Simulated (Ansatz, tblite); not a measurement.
**The cluster GeF₃−: removing an electron**

What does removing an electron cost or gain for the cluster GeF₃−? Each charged state is run at several levels.

The runs use Ansatz 0.2.0, Gaussian basis; as each input shows.

The runs, in order: charge 0 doublet, at the geometry of the singlet (PBE0-D4/def2-TZVPD, PBE-D4/def2-TZVPD, r2SCAN-D4/def2-TZVPD); the starting singlet's energies come from earlier runs.

1 further run of the same task is left out (set aside as unsound or not needed). Runs told in other sessions of the task aren't counted.

## Step 1: The structure

The singlet was relaxed beforehand with r2SCAN-D4/def2-TZVPD. At that level it is the lowest of the isomers that a small search found.

4 atoms, charge -1, spin multiplicity 1.

Atoms are counted from 1 here; the program's logs count them from 0.

Bond lengths: Ge1–F2 1.816 Å, Ge1–F3 1.816 Å, Ge1–F4 1.816 Å. Angles: F2–Ge1–F3 95.0°, F2–Ge1–F4 95.0°, F3–Ge1–F4 95.0°.

The ion is computed in the gas phase, without counter-ions or solvent.

## Step 2: Charge 0 doublet at the fixed geometry, first pass, PBE0-D4/def2-SVP

in.yaml reads:

```yaml
crystal:
  periodic: [false, false, false]
  atoms:
    - {symbol: Ge, position_ang: [-0.165103, 0.694977, 0.021222]}
    - {symbol: F, position_ang: [1.558281, 0.123080, 0.069028]}
    - {symbol: F, position_ang: [-0.751643, -0.462839, 1.291930]}
    - {symbol: F, position_ang: [-0.641535, -0.355218, -1.382170]}
basis:
  gaussian: {orbitals: def2-SVP}
magnetization: {spin_polarized: true, initial_magnetization: 1}
hamiltonian: {xc: pbe0, dispersion: d4}
output: {orbitals: {seedname: orbitals}}
```

The run is started by

```console
$ ansatz run in.yaml --threads 4 --pin off --events-out ev --progress --plain --max-ram 3916MiB
```

The program printed:

```text
Functional definition: PBE0
  name "PBE0"
  cite "Adamo & Barone, J. Chem. Phys. 110, 6158 (1999) doi:10.1063/1.478522"
  cite "Perdew, Burke & Ernzerhof, Phys. Rev. Lett. 77, 3865 (1996) doi:10.1103/PhysRevLett.77.3865"
  parent pbe
  parameter a = 0.25
  parameter kappa = 0.804
  parameter beta = 0.06672455060314922
  exchange = (1 - a)*pbe_x(kappa = kappa, mu = beta*pi^2/3) + a*exact_x
  correlation = pbe_c(beta = beta)
697 factors; integrals over basis functions are off by at most 4.0e-4 eV
mean field evaluation 1: about -64635.8516 eV, gradient 3.9e1 eV
mean field evaluation 2: about -64619.1749 eV, gradient 8.1e1 eV
mean field evaluation 4: about -64641.3659 eV, gradient 6.5e-1 eV
mean field evaluation 8: about -64641.3916 eV, gradient 1.4e-2 eV
mean field evaluation 16: about -64641.3916 eV, gradient 5.6e-5 eV
mean field -64641.39161445 eV, -2375.5273263221 hartree, gradient 5.6e-5 eV, S^2 0.754224; 0 other end points of the search recorded, 0 dependent functions left out
reference -64641.39163369 eV, -2375.5273270290 hartree; 30, 29 occupied and 44, 45 virtual orbitals, 697 factors
Total energy: -64641.44277373 eV, -2375.5292063908 hartree
```

Wall time 1.8 s (4 threads of Intel Xeon at 2.50GHz, shared host).

HOMO -9.76 eV, LUMO -6.26 eV (over both spins); ⟨S²⟩ 0.754 (pure: 0.75).

## Step 3: Charge 0 doublet at the fixed geometry, PBE0-D4/def2-TZVPD

start.molden holds the orbitals of an earlier run on this state, given as this run's starting guess.

in.yaml, as its differences from that of step 2:

```diff
@@ -8,5 +8,6 @@
 basis:
-  gaussian: {orbitals: def2-SVP}
+  gaussian: {orbitals: def2-TZVPD, initial_orbitals: start.molden}
 magnetization: {spin_polarized: true, initial_magnetization: 1}
 hamiltonian: {xc: pbe0, dispersion: d4}
+scf: {omitted_lower_state_checks: [starts]}
 output: {orbitals: {seedname: orbitals}}
```

Launched as before.

The program printed:

```text
Functional definition: PBE0
  name "PBE0"
  cite "Adamo & Barone, J. Chem. Phys. 110, 6158 (1999) doi:10.1063/1.478522"
  cite "Perdew, Burke & Ernzerhof, Phys. Rev. Lett. 77, 3865 (1996) doi:10.1103/PhysRevLett.77.3865"
  parent pbe
  parameter a = 0.25
  parameter kappa = 0.804
  parameter beta = 0.06672455060314922
  exchange = (1 - a)*pbe_x(kappa = kappa, mu = beta*pi^2/3) + a*exact_x
  correlation = pbe_c(beta = beta)
these checks for a lower state are left out or cut short: starts
1017 factors; their error is unknown
mean field evaluation 1: about -64653.9845 eV, gradient 1.6e2 eV
mean field evaluation 2: about -64658.5433 eV, gradient 5.7e0 eV
mean field evaluation 4: about -64658.8106 eV, gradient 1.6e-3 eV
mean field evaluation 8: about -64659.0630 eV, gradient 8.9e-6 eV
mean field -64659.06302756 eV, -2376.1767387757 hartree, gradient 8.9e-6 eV, S^2 0.754226; 0 other end points of the search recorded, 0 dependent functions left out
reference -64659.06306955 eV, -2376.1767403187 hartree; 30, 29 occupied and 144, 145 virtual orbitals, 1017 factors
Total energy: -64659.11420959 eV, -2376.1786196805 hartree
Checks for a lower state left out: starts
```

It took 5.5 s on 4 threads of Intel Xeon at 2.50GHz, shared host.

HOMO -10.05 eV, LUMO -6.49 eV (over both spins); ⟨S²⟩ 0.754 (pure: 0.75).

## Step 4: Charge 0 doublet at the fixed geometry, PBE-D4/def2-TZVPD

in.yaml, as its differences from that of step 3:

```diff
@@ -10,3 +10,3 @@
 magnetization: {spin_polarized: true, initial_magnetization: 1}
-hamiltonian: {xc: pbe0, dispersion: d4}
+hamiltonian: {xc: pbe, dispersion: d4}
 scf: {omitted_lower_state_checks: [starts]}
```

Same command.

The program printed:

```text
Functional definition: PBE
  name "PBE"
  cite "Perdew, Burke & Ernzerhof, Phys. Rev. Lett. 77, 3865 (1996) doi:10.1103/PhysRevLett.77.3865"
  parent pbe
  parameter kappa = 0.804
  parameter beta = 0.06672455060314922
  exchange = pbe_x(kappa = kappa, mu = beta*pi^2/3)
  correlation = pbe_c(beta = beta)
these checks for a lower state are left out or cut short: starts
964 factors; their error is unknown
mean field evaluation 1: about -64657.9718 eV, gradient 8.7e0 eV
mean field evaluation 2: about -64658.1506 eV, gradient 2.1e-1 eV
mean field evaluation 4: about -64658.1434 eV, gradient 8.4e-2 eV
mean field evaluation 8: about -64658.1434 eV, gradient 2.6e-5 eV
mean field -64658.14342814 eV, -2376.1429441205 hartree, gradient 2.6e-5 eV, S^2 0.751756; 0 other end points of the search recorded, 0 dependent functions left out
reference -64658.14348261 eV, -2376.1429461223 hartree; 30, 29 occupied and 144, 145 virtual orbitals, 964 factors
Total energy: -64658.20530361 eV, -2376.1452180020 hartree
Checks for a lower state left out: starts
```

Wall time 3.2 s (4 threads of Intel Xeon at 2.50GHz, shared host).

Report: HOMO -8.51 eV, LUMO -7.34 eV (over both spins); ⟨S²⟩ 0.752 (pure: 0.75).

## Step 5: Charge 0 doublet at the fixed geometry, r2SCAN-D4/def2-TZVPD

in.yaml, as its differences from that of step 4:

```diff
@@ -10,3 +10,3 @@
 magnetization: {spin_polarized: true, initial_magnetization: 1}
-hamiltonian: {xc: pbe, dispersion: d4}
+hamiltonian: {xc: r2scan, dispersion: d4}
 scf: {omitted_lower_state_checks: [starts]}
```

The command is unchanged.

The program printed:

```text
Functional definition: r2SCAN
  name "r2SCAN"
  cite "Furness, Kaplan, Ning, Perdew & Sun, J. Phys. Chem. Lett. 11, 8208 (2020) doi:10.1021/acs.jpclett.0c02405"
  cite "Furness, Kaplan, Ning, Perdew & Sun, J. Phys. Chem. Lett. 11, 9248 (2020) doi:10.1021/acs.jpclett.0c03077"
  parent r2scan
  parameter k0 = 0.174
  parameter k1 = 0.065
  parameter a1 = 4.9479
  exchange = r2scan_x(k0 = k0, k1 = k1, a1 = a1)
  correlation = r2scan_c
these checks for a lower state are left out or cut short: starts
964 factors; their error is unknown
mean field evaluation 1: about -64670.5552 eV, gradient 5.0e0 eV
mean field evaluation 2: about -64670.5931 eV, gradient 5.9e-2 eV
mean field evaluation 4: about -64670.5912 eV, gradient 3.0e-4 eV
mean field evaluation 8: about -64670.5912 eV, gradient 1.5e-5 eV
mean field -64670.59121298 eV, -2376.6003917759 hartree, gradient 1.5e-5 eV, S^2 0.754183; 0 other end points of the search recorded, 0 dependent functions left out
reference -64670.59123808 eV, -2376.6003926981 hartree; 30, 29 occupied and 144, 145 virtual orbitals, 964 factors
Total energy: -64670.60468819 eV, -2376.6008869807 hartree
Checks for a lower state left out: starts
```

It took 6 s on 4 threads of Intel Xeon at 2.50GHz, shared host.

Report: HOMO -9.00 eV, LUMO -7.06 eV (over both spins); ⟨S²⟩ 0.754 (pure: 0.75).

## Step 6: Vertical ionisation energy

Charged state less starting state, singlet to doublet; the starting state's energies are those of its earlier runs.

| level | vertical ionisation energy (eV) | time |
| --- | --- | --- |
| PBE-D4/def2-TZVPD | +4.04 | 5.9 s |
| r2SCAN-D4/def2-TZVPD | +4.08 | 9.5 s |
| PBE0-D4/def2-TZVPD | +4.20 | 8.9 s |

Times add the two runs; a level without a time comes out of a correlated run.

Beside −ε(HOMO) of the starting state:

| level | −ε(HOMO) (eV) | by difference (eV) | mismatch (eV) |
| --- | --- | --- | --- |
| PBE-D4/def2-TZVPD | 0.77 | 4.04 | -3.26 |
| r2SCAN-D4/def2-TZVPD | 0.98 | 4.08 | -3.10 |
| PBE0-D4/def2-TZVPD | 1.89 | 4.20 | -2.30 |

## Step 7: Summary of results

| quantity | value |
| --- | --- |
| vertical ionisation energy, functionals in def2-TZVPD | 4.04 (PBE-D4) to 4.20 eV (PBE0-D4) |

What this shows: The vertical ionisation energy spans 4.04 to 4.20 eV over the functionals. −ε(HOMO) misses the level's own difference by -2.30 eV at best (PBE0-D4) and -3.26 eV at worst (PBE-D4).
